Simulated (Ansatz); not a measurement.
**Si2NH6 (SMILES N[SiH][SiH3]): the energy to break a bond**

Si2NH6 has 9 atoms, charge 0, and is taken as a doublet. As SMILES, `N[SiH][SiH3]`. The shape was relaxed beforehand at B3LYP/def2-SVP. This is one conformer, not always the lowest.

```xyz
9

N    -0.7998    0.8425   -1.4155
Si   -0.4329    0.9159    0.2916
Si    0.6265   -1.0825    0.9728
H    -1.3835    0.0989   -1.7886
H    -0.9139    1.6963   -1.9554
H     0.4775    2.1000    0.4513
H     1.9438   -1.3420    0.3093
H    -0.2721   -2.2383    0.6668
H     0.8429   -1.0370    2.4506
```

Wanted: the dissociation energy of the H4–N1 bond into doublet H and singlet Si2NH5 (shapes relaxed at B3LYP/def2-SVP, no zero-point term). 1 Eh = 2625.50 kJ/mol = 27.2114 eV. Totals in Eh; open shells run unrestricted unless said.

```
              level  program       Si2NH6  doublet H  singlet Si2NH5
     UPBE/def2-TZVP   Ansatz  -636.984434  -0.499616     -636.372391
   UB3LYP/def2-TZVP   Ansatz  -637.408189  -0.502154     -636.790181
U-wB97M-V/def2-TZVP   Ansatz  -637.273897  -0.494111     -636.664653
```

**Question.** Work out the dissociation energy at each level.

**Answer.** 
1. UPBE/def2-TZVP: (-0.499616) + (-636.372391) − (-636.984434) = 0.112427 Eh = 295.2 kJ/mol = 3.06 eV.
2. UB3LYP/def2-TZVP: (-0.502154) + (-636.790181) − (-637.408189) = 0.115854 Eh = 304.2 kJ/mol = 3.15 eV.
3. U-wB97M-V/def2-TZVP: (-0.494111) + (-636.664653) − (-637.273897) = 0.115133 Eh = 302.3 kJ/mol = 3.13 eV.

The levels span 295 to 304 kJ/mol; no measured value is set beside them. A fragment with an even electron count was run as a singlet and may have a lower triplet. A bond enthalpy at 298 K also holds the loss of zero-point energy and thermal terms.
